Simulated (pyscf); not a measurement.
This saddle point was located with ωB97X-D3(BJ)/def2-SVP in PySCF.

```
Si
O 1 1.7758
H 2 0.9707 1 122.04
H 2 1.1302 3 132.76 1 -141.46
Cl 4 1.6285 2 131.70 3 156.74
Cl 1 2.0305 2 117.25 3 124.38
Cl 1 2.0360 2 119.01 3 -81.04
Cl 1 2.0938 2 91.12 3 21.11
```

Surface: singlet, charge 0. Lowest wavenumbers (cm⁻¹): 687i, 95, 113, 183, 208.

### Question
Which two sides does it connect, and which bonds change?

### Answer
Cl–Si(Cl)(Cl)–Cl (SMILES Cl[Si](Cl)(Cl)Cl) + H₂O (SMILES O) ⇌ HCl (SMILES Cl) + HO–Si(Cl)(Cl)–Cl (SMILES O[Si](Cl)(Cl)Cl), a four-centre exchange read from left to right: Cl–Si, H–O broken and Cl–H, O–Si formed. At ωB97M-D3(BJ)/def2-TZVP it lies +21.7 kcal/mol from the left side and +26.4 kcal/mol from the right (each side as separated species at their lowest minima found). This is the saddle that the search found; another between the same sides may lie lower.
